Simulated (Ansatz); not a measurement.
Ansatz (a program for electronic structure) input (wB97X-V/def2-TZVPD):

Ansatz 0.2 input:
```yaml
crystal:
  periodic: [false, false, false]
  atoms:
    - {symbol: O, position_ang: [-0.01015087, 1.07558797, -0.21689088]}
    - {symbol: O, position_ang: [0.00927284, 0.00110539, 0.42846783]}
    - {symbol: O, position_ang: [0.00087803, -1.07669336, -0.21157695]}
basis:
  gaussian:
    orbitals: def2-TZVPD
hamiltonian:
  xc: {name: wB97X-V}
total_charge: 1
magnetization: {spin_polarized: true, initial_magnetization: 1}
```

Output:

```
Functional definition: wB97X-V
integrals: 0.04 GiB planned
552 factors; their error is unknown
integrals: 0.07 GiB planned
156 factors; integrals over basis functions are off by at most 2.4e-5 eV
mean field: 0.52 GiB planned
mean field evaluation 1: about -6118.9492 eV, gradient 2.8e1 eV
mean field evaluation 2: about -6116.8403 eV, gradient 4.0e1 eV
mean field evaluation 4: about -6121.1887 eV, gradient 8.5e-1 eV
mean field evaluation 8: about -6121.2144 eV, gradient 1.9e-1 eV
mean field evaluation 16: about -6121.2146 eV, gradient 7.4e-4 eV
mean field evaluation 32: about -6121.6713 eV, gradient 2.5e0 eV
mean field evaluation 64: about -6121.2146 eV, gradient 1.4e-4 eV
mean field -6121.74842297 eV, -224.9701050738 hartree, gradient 2.9e-5 eV, S^2 1.143510; 10 other end points of the search recorded, 0 dependent functions left out
reference -6121.74842194 eV, -224.9701050361 hartree; 12, 11 occupied and 108, 109 virtual orbitals, 552 factors
Total energy: -6121.74842194 eV, -224.9701050361 hartree
```

This state (charge 1, doublet) is run at the relaxed geometry of the species with charge 0 and multiplicity 1.

The determinant is spin-contaminated: <S^2> is 1.14 against 0.75 for a pure state.
